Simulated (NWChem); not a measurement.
System: disilane (Si₂H₆); SMILES [SiH3][SiH3]

All runs: NWChem. Geometry: optimised at PBE0/def2-SVP. Level: PBE/def2-SVP with SMD (1 M gas to 1 M solution), gas-phase geometry. Reactions with the solvent are ignored.

Question: Estimate the computed values for solvent 1,4-dioxane. Quantities: solvation free energy (kcal/mol); cavity-dispersion-structure term (kcal/mol).

Answer: 
```
Property                                     Result
-------------------------------------------  ------
solvation free energy (kcal/mol)                0.4
cavity-dispersion-structure term (kcal/mol)     0.5
```
